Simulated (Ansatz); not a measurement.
```yaml
crystal:
  periodic: [false, false, false]
  atoms:
    - {symbol: N, position_ang: [-1.321671, 0.250701, -0.003575]}
    - {symbol: Se, position_ang: [0.221463, -0.061972, 0.000671]}
    - {symbol: H, position_ang: [1.017458, 1.370925, -0.002899]}
basis:
  gaussian: {orbitals: def2-TZVP}
hamiltonian: {xc: pbe0}
relax: {f_tol: 0.004, max_steps: 80}
```

```sh
$ ansatz run in.yaml --threads 1 --pin off --events-out ev --progress --plain --max-ram 2176MiB
```

Steps of the relaxation (energy above the last step; positions in Å, forces in eV/Å):

```
3
step 1, 163.1 meV
N    -1.322    0.251   -0.004   -3.388    0.587   -0.009
Se    0.221   -0.062    0.001    3.734    0.229    0.007
H     1.017    1.371   -0.003   -0.346   -0.816    0.002
```

```
3
step 2, 37.5 meV
N    -1.349    0.236   -0.004   -1.345    0.428   -0.004
Se    0.243   -0.018    0.001    1.628   -0.368    0.005
H     1.023    1.342   -0.003   -0.284   -0.060    0.000
```

```
3
step 3, 0.4 meV
N    -1.339    0.267   -0.004   -0.133   -0.010    0.000
Se    0.276   -0.040    0.001    0.110    0.046    0.000
H     0.980    1.332   -0.003    0.023   -0.036    0.000
```

```
3
step 5, 0.0 meV
N    -1.343    0.264   -0.004    0.001   -0.003    0.000
Se    0.277   -0.037    0.001   -0.001    0.011    0.000
H     0.984    1.332   -0.003    0.000   -0.007    0.000
```

```
3
step 6, 0.0 meV
N    -1.343    0.264   -0.004    0.000    0.000    0.000
Se    0.277   -0.036    0.001    0.000    0.000    0.000
H     0.984    1.332   -0.003    0.000    0.000    0.000
```

Close pairs at the end: Se2–H3 1.540 Å, N1–Se2 1.648 Å.

A stationary point of restricted PBE0 after 6 steps (its stability towards spin polarisation wasn't tested); no frequencies were run, so it isn't proven a minimum. 11 s on 1 thread of Arm Neoverse V2, shared host.
